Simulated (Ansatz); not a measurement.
# PH3O4: a ladder of functionals and wavefunction methods

Aim: compute PH3O4 with functionals from several rungs and with coupled cluster. The yardstick is the atomisation energy at the CCSD(T) limit.

Method: functionals in def2-TZVPP, the program's frozen cores in correlated methods; program: Ansatz 0.2.0, Gaussian basis.

The runs, in order: LDA (SPW92), PBE-D4, revPBE-D4, BLYP-D4, r2SCAN-D4, B97M-V, PBE0-D4, B3LYP-D4, r2SCANh-D4, r2SCAN0-D4, HSE06-D4, BHLYP-D4, CAM-B3LYP-D4, LC-ωPBE, ωB97X-V, ωB97M-V, B2PLYP, PBE-QIDH; CCSD(T)/def2-SVP; CCSD(T)/def2-TZVPP; MP2/def2-QZVPP; extrapolation to the limit; RPA on PBE.

### Step 1. Structure used throughout

The geometry comes from an earlier relaxation with PBE0-D4 in a triple-zeta def2 set; it is a stationary point, not always the lowest conformer.

SMILES `O=P(O)(O)O`, 8 atoms, charge 0, spin multiplicity 1.

Atoms are counted from 1 here; the program's logs count them from 0.

Bond lengths: O1–P2 1.461 Å, P2–O3 1.584 Å, P2–O4 1.584 Å, P2–O5 1.584 Å, O3–H6 0.963 Å, O4–H7 0.963 Å, O5–H8 0.963 Å. Angles: O1–P2–O3 116.0°, O1–P2–O4 116.0°, O1–P2–O5 116.0°, O3–P2–O4 102.2°, O3–P2–O5 102.2°, O4–P2–O5 102.2°, P2–O3–H6 111.5°, P2–O4–H7 111.5°, P2–O5–H8 111.5°.

### Step 2. LDA

This LDA is Slater exchange with PW92 correlation.

Input file in.yaml:

```yaml
crystal:
  periodic: [false, false, false]
  atoms:
    - {symbol: O, position_ang: [-1.271474, 0.446408, 0.873009]}
    - {symbol: P, position_ang: [-0.114792, 0.040003, 0.079093]}
    - {symbol: O, position_ang: [1.241288, -0.151630, 0.874098]}
    - {symbol: O, position_ang: [0.314165, 1.029740, -1.080333]}
    - {symbol: O, position_ang: [-0.249404, -1.338025, -0.689444]}
    - {symbol: H, position_ang: [1.312585, 0.470026, 1.605805]}
    - {symbol: H, position_ang: [-0.448695, 1.470989, -1.467995]}
    - {symbol: H, position_ang: [-0.783673, -1.967512, -0.194233]}
basis:
  gaussian: {orbitals: def2-TZVPP}
hamiltonian: {xc: lda}
output: {orbitals: {seedname: orbitals}}
```

After this run come: PBE-D4 (GGA); revPBE-D4 (GGA); BLYP-D4 (GGA); r2SCAN-D4 (meta-GGA); B97M-V (meta-GGA); PBE0-D4 (hybrid); B3LYP-D4 (hybrid); r2SCANh-D4 (hybrid); r2SCAN0-D4 (hybrid); HSE06-D4 (hybrid); BHLYP-D4 (hybrid); CAM-B3LYP-D4 (range-separated); LC-ωPBE-D4 (range-separated); ωB97X-V (range-separated); ωB97M-V (range-separated); B2PLYP (double hybrid); PBE-QIDH (double hybrid); CCSD(T) in def2-SVP; CCSD(T) in def2-TZVPP; MP2 in def2-QZVPP; RPA on PBE orbitals.

**Question.** What will the summary of the whole plan be? Wanted: atomisation energy, CCSD(T)/CBS; farthest beyond LDA; mean size of error, GGA; mean size of error, meta-GGA; mean size of error, hybrid; mean size of error, range-separated; mean size of error, double hybrid; gap, smallest and largest; T1 diagnostic.

As calculated:

| quantity | value |
| --- | --- |
| atomisation energy, CCSD(T)/CBS | 766.1 kcal/mol |
| functionals within 3.8 kcal/mol (0.5 %) | BLYP-D4, r2SCAN-D4, CAM-B3LYP-D4, ωB97X-V, ωB97M-V |
| farthest beyond LDA | BHLYP-D4 (-52.1 kcal/mol) |
| mean size of error, GGA | 10.7 kcal/mol |
| mean size of error, meta-GGA | 4.5 kcal/mol |
| mean size of error, hybrid | 22.6 kcal/mol |
| mean size of error, range-separated | 3.6 kcal/mol |
| mean size of error, double hybrid | 17.5 kcal/mol |
| gap, smallest and largest | 6.30 eV (BLYP-D4), 14.12 eV (LC-ωPBE) |
| T1 diagnostic | 0.0126 |
| triples share of the correlation energy | 3.6 % |

**Reading.** LDA overbinds by 144.3 kcal/mol (19 %). PBE-D4 is off by +14.5 kcal/mol. Double hybrids carry the basis error of their MP2 part in triple zeta, and no dispersion term here, so their miss is partly the set-up's. Taken by rung, range-separated functionals do best (3.6 kcal/mol on average) and hybrid ones worst beyond LDA (22.6 kcal/mol). The gap between the best rungs is small, so their order is not settled. The mean of the hybrids holds BHLYP, with half exact exchange. The reference freezes the cores and leaves out relativity and excitations past (T), so misses under about 3.8 kcal/mol can't be ranked. Hartree-Fock recovers 63 % of the binding; the rest is correlation. CCSD(T) in def2-SVP is off by -102.8 kcal/mol, more than most functionals: a good method in a small basis is no reference. The gap grows from 6.3 to 14.1 eV across the functionals, mostly with the share of exact exchange.
